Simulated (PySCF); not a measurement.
Working out the ionisation energy of O

O [He] 2s2 2p4 (3P) → O⁺ [He] 2s2 2p3 (4S). Calculation: PySCF 2.14, in x2c-TZVPPall (5s3p2d1f, 31 functions); the spin-free X2C one-electron Hamiltonian (Gaussian nucleus). Frozen: nothing. Energies in hartree (1 hartree = 27.21139 eV):

```json
{"part": "UHF", "O (lower)": "-74.867874", "O⁺ (upper)": "-74.426619"}
{"part": "MP2 opposite-spin", "O (lower)": "-0.123100", "O⁺ (upper)": "-0.083987"}
{"part": "MP2 same-spin", "O (lower)": "-0.036656", "O⁺ (upper)": "-0.029804"}
```

Problem. What does Hartree-Fock give?

Solution. (-74.426619) − (-74.867874) = 0.441255 hartree = 12.007 eV.

Problem. What do MP2 and SCS-MP2 (6/5 opposite-spin, 1/3 same-spin) give?

Solution. The opposite-spin parts differ by 1.064 eV and the same-spin parts by 0.186 eV. MP2: 12.007 + (1.064) + (0.186) = 13.257 eV. SCS-MP2: 12.007 + 1.2 × (1.064) + (0.186)/3 = 13.346 eV.

Measured between the centres of the two terms (NIST): 13.608 eV, so MP2 (valence and next inner shell) is off by -0.351 eV.

What remains against the reference includes basis incompleteness and correlation beyond second order.
